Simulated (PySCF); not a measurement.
Gas-phase reaction: 2 CH4 + 2 HCOOH ⇌ 3 CH3OH + CO

Energies from PySCF (xtb for GFN2), thermal terms from the rigid-rotor harmonic-oscillator model, ideal gas at 1 bar. 'Table' is the NASA 1993 thermochemical table (part measured, part estimated). † marks an energy on the PBE0/def2-TZVP geometry and frequencies; other levels use their own. All species are closed-shell singlets.

Levels: a) BLYP/def2-TZVP†; b) GFN2-xTB; c) HF/def2-TZVP†; d) LDA/def2-TZVP†; e) PBE0/def2-SVP†.

Task: Order the levels by the distance of their ΔH°(298 K) from the table for this reaction, closest first.

Result: c (-26 kJ), a (+44 kJ), e (+68 kJ), d (+85 kJ), b (+113 kJ)

The table gives 193 kJ. The order holds for this reaction alone, and for the 1993 entries, some of which have been revised since.
